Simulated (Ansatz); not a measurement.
# A ladder of methods for CH2NP (SMILES NC#P)

The species is CH2NP (5 atoms), meant as a singlet with charge 0. SMILES: `NC#P`. The coordinates come from a GFN2-xTB relaxation.

```
atom    x (Å)    y (Å)    z (Å)
   N  -0.2497   0.4788  -0.3770
   C   0.3941  -0.4798   0.2710
   P   1.2234  -1.5949   0.9756
   H  -1.0463   0.2136  -0.9390
   H  -0.3215   1.3823   0.0694
```

Quantity: the energy change with the C2–P3 bond stretched from 1.558 to 3.116 Å, in eV. The values are calculated.

```csv
level,kind,program,value (eV),CPU time (all runs)
PBE/STO-3G (restricted),GGA,Ansatz,9.70,2.8 s
revPBE/STO-3G (restricted),GGA,Ansatz,9.46,2.8 s
B3LYP/STO-3G (restricted),global hybrid,Ansatz,9.73,2.4 s
PBE0/STO-3G (restricted),global hybrid,Ansatz,10.23,2.3 s
CAM-B3LYP/STO-3G (restricted),range-separated hybrid,Ansatz,10.37,2.6 s
wB97M-V/STO-3G (restricted),range-separated hybrid,Ansatz,10.54,44 s
B2PLYP/STO-3G (restricted),double hybrid,Ansatz,9.35,4 s
CCSDT(Q)/STO-3G (restricted),coupled cluster or CI,Ansatz,7.63,2.5 s
```

The first shape isn't each level's own minimum. The values span 7.63 to 10.54 eV. All rows use very small basis sets, so none should be taken for the real molecule's value. Times are those of the runs behind each value, whatever else they computed, on shared processors of several kinds: orders of magnitude only.
